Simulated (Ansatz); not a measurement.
Basis-set extrapolation for `C[NH3+]` (PBE0-D4/def2-TZVP geometry, frozen core, Ansatz). Multiplicity 1, RHF reference.

```csv
,def2-TZVPP,def2-QZVPP
HF,-95.620800,-95.625506
MP2 correlation,-0.395881,-0.421744
CCSD(T) correlation,-0.437100,not run
```

Energies in hartree. Use E(X) = E(∞) + A·exp(−7.88·√X) for Hartree–Fock and E(X) = E(∞) + B·X^(−2.97) for correlation, with X = 3 and 4, and add CCSD(T) minus MP2 of the smaller set to the MP2 limit.

Question: What is the CCSD(T) energy at the basis-set limit?

Answer: HF limit: -95.625506 + (-0.004706) × 0.13774 = -95.62615. MP2 limit: -0.421744 + (-0.025863) × 0.74074 = -0.44090. Higher-order term: -0.437100 − (-0.395881) = -0.04122. Total: -96.10827 hartree, 132.2 kJ/mol below CCSD(T)/def2-TZVPP.
